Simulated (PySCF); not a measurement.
# Phosphorus: a sound run and one with changed settings

Sound run: P [Ne] 3s2 3p3, P⁺ [Ne] 3s2 3p2. Computed with PySCF 2.14 in x2c-SVPall, with scalar relativity by spin-free X2C-1e. In the sound run the correlated levels freeze [Ne]. The sound run starts from symmetry-adapted Hartree-Fock orbitals and uses a fine grid where one is needed.

Changed run: all electrons correlated in a basis built for the valence shell.

```csv
species,method,sound run (hartree),changed run (hartree),converged
P,MP2,-341.46418,-341.47222,yes
P,CCSD(T),-341.48223,-341.48985,yes
P⁺,MP2,-341.08769,-341.09574,yes
P⁺,CCSD(T),-341.10868,-341.11645,yes
```

Ionisation energy of P:

| method | sound run (eV) | changed run (eV) |
| --- | --- | --- |
| UHF | 9.925 | 9.925 |
| MP2 | 10.245 | 10.245 |
| SCS-MP2 | 10.116 | 10.115 |
| CCSD | 10.163 | 10.159 |
| CCSD(T) | 10.165 | 10.161 |

A valence basis has no tight correlating functions, so it recovers only part of the core correlation, and not evenly between atom and ion.

For comparison, NIST gives 10.487 eV between the lowest levels.
